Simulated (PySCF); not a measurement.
# C2H6B (C2H3 ... H3B-): the cost of one run

Programs: PySCF 2.14.0, with routines of our own; each step states its level. All values are computed. Atoms count from 0.

## 1. The system as given

9 atoms, charge -1, high-spin multiplicity 3; geometry from: GFN2-xTB fragments, placed rigidly.

The system (radical pair): C2H3···H3B-. The radical centres are 4.16 Å apart, tilted by 45 degrees; the spin sites are atoms 0, 1, 2, 3, 4 (1 unpaired) and atoms 5, 6, 7, 8 (1 unpaired).

## 2. Magnetic exchange: CASSCF and SC-NEVPT2/def2-TZVP (2,2)

Job settings and geometry (Å):

```
{"job": {"kind": "cas", "basis": "def2-TZVP", "active": "magnetic", "zfs": true}, "charge": -1, "high_spin_multiplicity": 3, "spin_sites": [[[0, 1, 2, 3, 4], 1], [[5, 6, 7, 8], 1]]}
C     -0.478900     0.123100    -1.937000
C      0.762200    -0.220800    -1.937000
H     -1.442000    -0.331500    -1.937100
H      1.115600    -1.256500    -1.937100
H      1.561600     0.507900    -1.937100
B     -0.478900     0.123100     2.223000
H     -0.313600     1.247800     1.694900
H      0.605600    -0.358900     2.626600
H     -1.331700     0.165800     3.140900
```

Level: CASSCF and SC-NEVPT2/def2-TZVP spin states, gas phase.

On the command line:

```sh
$ OMP_NUM_THREADS=1 python exch_run.py task.json out
```

This one command runs all jobs of the session in turn.

**Question.** How long does this first job take on 1 thread of Arm Neoverse N1, shared host?

About 6.2 s.
